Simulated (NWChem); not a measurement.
Ionisation of chloromethane (CH₃Cl)

SMILES: CCl
```xyz
5

C      1.1279    -0.0568     0.0000
Cl    -0.6610     0.0333     0.0000
H      1.4635    -0.5967     0.9046
H      1.4635    -0.5967    -0.9046
H      1.5423     0.9682     0.0000
```
Charge 0, spin multiplicity 1.

Everything below was run with NWChem. The geometry was optimised at PBE/def2-SVP, a minimum by its harmonic frequencies.

Basis set: def2-TZVPD. −ε marks an orbital energy of the parent.

The correlated methods keep 6 core orbitals frozen. B3LYP has NWChem's definition, with VWN1-RPA local correlation.

### Question
Order these methods by the first vertical ionisation energy they give, lowest first: −ε(HOMO) of HF, −ε(HOMO) of LDA (SVWN5), −ε(HOMO) of BHandHLYP, −ε(HOMO) of B3LYP.

### Answer
−ε(HOMO) of LDA (SVWN5) (7.18 eV), −ε(HOMO) of B3LYP (8.25 eV), −ε(HOMO) of BHandHLYP (9.80 eV), −ε(HOMO) of HF (11.86 eV)
